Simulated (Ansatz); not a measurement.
Input file:

```yaml
crystal:
  periodic: [false, false, false]
  atoms:
    - {symbol: Si, position_ang: [0.000000, 0.000000, 0.041149]}
    - {symbol: N, position_ang: [0.000000, 0.000000, -2.713069]}
    - {symbol: H, position_ang: [0.000000, 0.000000, 2.671921]}
basis:
  gaussian: {orbitals: 6-31G, fitting: {mean_field: def2-universal-jkfit}}
magnetization: {spin_polarized: true, initial_magnetization: 0}
correlation: {method: mp2, electrons: outside_noble_gas}
accuracy: high
```

```sh
$ ansatz run in.yaml --threads 1 --pin off --events-out ev --progress --plain --max-ram 2393MiB
```

Log:

```
223 factors; integrals over basis functions are off by at most 1.6e-1 eV
mean field evaluation 1: about -9322.7729 eV, gradient 5.1e1 eV
mean field evaluation 2: about -9227.0893 eV, gradient 9.8e1 eV
mean field evaluation 4: about -9344.7127 eV, gradient 3.0e0 eV
mean field evaluation 8: about -9344.9130 eV, gradient 3.0e-2 eV
mean field evaluation 16: about -9345.0219 eV, gradient 7.8e-2 eV
mean field evaluation 32: about -9351.0541 eV, gradient 2.5e-8 eV
mean field evaluation 64: about -9352.2693 eV, gradient 3.9e-7 eV
mean field evaluation 96: about -9344.9130 eV, gradient 3.0e-2 eV
mean field -9352.88509730 eV, -343.7121877127 hartree, gradient 1.0e-8 eV, S^2 2.987800; 9 other end points of the search recorded, 0 dependent functions left out
6 core orbitals not correlated: weight in the atoms' cores, before any rotation towards them, 1.000 or more for the frozen orbitals, at most 0.000 for the correlated occupied ones
reference -9352.88509730 eV, -343.7121877127 hartree; 5, 5 occupied and 13, 13 virtual orbitals, 223 factors
second order -1.20292835 eV of doubles, -0.00000000 eV of singles
Total energy: -9354.08802566 eV, -343.7563945143 hartree
```

Ran on 1 thread of Arm Neoverse V1, shared host: 0.51 s wall, 0.15 GiB peak host memory.
